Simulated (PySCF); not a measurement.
Molecule: SMILES [H]/N=C/CS, C2H5NS.

Bonds (- single, = double, # triple, : aromatic): N1=C2, C2-C3, C3-S4. N1 carries H5; C2 carries H6; C3 carries H7, H8; S4 carries H9. Stereochemistry as in [H]/N=C/CS.

Frames of a GFN2-xTB Langevin trajectory at 400 K; GIAO PBE0/pcSseg-1 shieldings in PySCF 2.14, gas phase, non-relativistic; equivalent atoms averaged within each frame.

Shifts are taken against calculated references (same method and geometry level): NH3 for ¹⁵N (σ = 267.73 ppm); ¹³C (σ = 186.93 ppm), ¹H (σ = 31.72 ppm) vs TMS; CS2 for ³³S (σ = 503.73 ppm). The references are static minima.

Q: How do the shifts (ppm) fluctuate along the trajectory?

A: 
```
         time (fs)     N1     C2    C3    S4     H5    H6  H7/H8    H9
               250  397.2  179.5  44.9   -92  12.73  8.46   3.81  2.20
               425  301.9  160.3  34.1   -81   9.36  8.36   2.41  2.06
               625  390.5  179.0  29.5  -121  12.22  7.90   3.39  1.26
               800  382.4  176.1  51.2    22  11.59  8.93   3.31  3.02
              1000  363.6  185.0  36.4  -107  10.77  9.55   4.43  7.85
    mean of frames  367.1  176.0  39.2   -76  11.33  8.64   3.47  3.28
standard deviation   38.6    9.4   8.7    57   1.32  0.63   0.74  2.63
```

5 frames give an uncertainty of the mean of about the standard deviation over 2.2 at best, since frames this close in time may not be independent; classical motion lacks zero-point vibration, and the reference would need the same averaging.
